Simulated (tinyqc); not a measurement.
Stretching all distances: RHF, UHF, MP2, CISD and CCSD against full CI in the sto-3g basis, for CH2, spin multiplicity 1. Computed by the program tinyqc with PySCF. All coordinates are multiplied by the scale. c0^2 is the weight of the RHF determinant in the lowest singlet FCI state (UHF is spin-contaminated and may lie near states of higher spin) and n(LUMO) the first natural occupation beyond the occupied space.

Geometry (angstrom):
```
atom       x        y       z
C     0.0000   0.0000  0.0000
H     0.0000   0.8150  0.6030
H     0.0000  -0.8150  0.6030
```

Full CI energy (hartree) and errors against it (kcal/mol):
```
scale  distance 1-2 (angstrom)     E(FCI)      RHF     UHF     MP2    CISD    CCSD  <S^2> UHF   c0^2  n(LUMO)
0.950                    0.963  -38.37521   31.650   8.287  13.565   1.456   0.321      0.826  0.921    0.132
1.140                    1.156  -38.43281   40.223  22.756  16.440   1.947   0.326      0.753  0.924    0.098
1.340                    1.359  -38.39765   54.684  42.006  22.235   3.231   0.393      0.678  0.906    0.077
1.540                    1.561  -38.33379   75.909  65.750  31.346   6.101   0.497      0.813  0.859    0.118
1.920                    1.947  -38.22639  135.100  47.434  56.203  19.570  -0.068      1.594  0.680    0.339
2.120                    2.149  -38.19196  173.229  31.814  69.980  31.135  -2.800      1.796  0.556    0.495
```

Estimate the missing row, scale = 1.73.

Computed row:
```
scale  distance 1-2 (angstrom)     E(FCI)      RHF     UHF     MP2    CISD   CCSD  <S^2> UHF   c0^2  n(LUMO)
1.730                    1.754  -38.27421  102.681  64.182  42.906  11.302  0.517      1.368  0.783    0.212
```

UHF lies below RHF over the whole range. The weight c0^2 goes from 0.92 to 0.56 and n(LUMO) from 0.13 to 0.50: static correlation grows as the bonds break into open-shell fragments. The spread of the error along the curve, which distorts its shape, is CCSD 3.3, CISD 29.7, MP2 56.4, UHF 57.5, RHF 141.6 kcal/mol. Below FCI somewhere: CCSD, as non-variational methods may be. The table stops here: at scale 2.31 and beyond, the reference weight falls under 0.45 or RHF, UHF or CCSD hop between solutions, so those rows were left out and the spreads given cover only the rows shown. As computed, partly on other solutions, the errors there reach in size RHF 248, UHF 39, MP2 99, CISD 60, CCSD 9 kcal/mol.
